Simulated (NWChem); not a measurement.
# acetylene (C₂H₂); SMILES C#C

Results from NWChem. Pople sets run with spherical d functions. Each level has its own optimisation; frequencies are unscaled.

```csv
level,r C–C (Å),r C–H (Å),highest harmonic frequency (cm⁻¹),lowest (cm⁻¹),zero-point energy (kcal/mol)
Hartree-Fock/STO-3G,1.168,1.065,4024,945,20.4
Hartree-Fock/3-21G,1.188,1.051,3719,902,18.8
Hartree-Fock/6-31G*,1.186,1.057,3717,___,___
B3LYP/6-31G*,1.205,1.066,3543,538,16.7
"LDA (Slater exchange, VWN5)/def2-SVP",1.216,1.085,3436,652,16.5
PBE/def2-SVP,1.220,1.082,3450,630,16.5
BLYP/def2-SVP,1.219,1.080,3437,635,16.5
PBE0/def2-SVP,1.209,1.075,3536,694,17.1
```

**Question.** Some entries are withheld; supply them.

**Answer.** 
- Hartree-Fock/6-31G*, lowest (cm⁻¹): 789
- Hartree-Fock/6-31G*, zero-point energy (kcal/mol): 18.4
